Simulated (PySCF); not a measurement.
# Working out the ionisation energy of P

P [Ne] 3s2 3p3 (4S) → P⁺ [Ne] 3s2 3p2 (3P). Calculation: PySCF 2.14, in def2-TZVPPD (6s5p4d1f, 48 functions); no relativity, point nucleus. Frozen: [Ne]. Energies in hartree (1 hartree = 27.21139 eV):

| part | P (lower) | P⁺ (upper) |
| --- | --- | --- |
| UHF | -340.710012 | -340.345927 |
| CCSD correlation | -0.101470 | -0.082766 |
| (T) | -0.003940 | -0.002344 |

Q: What does Hartree-Fock give?

A: (-340.345927) − (-340.710012) = 0.364085 hartree = 9.907 eV.

Q: What do CCSD and CCSD(T) give?

A: The CCSD correlation energies differ by 0.018704 hartree = 0.509 eV and the triples by 0.001596 hartree = 0.043 eV, so CCSD gives 10.416 eV and CCSD(T) 10.459 eV.

Measured between the centres of the two terms (NIST): 10.526 eV, so CCSD(T) (valence) is off by -0.067 eV.

What remains against the reference includes basis incompleteness, the frozen core and higher excitations.
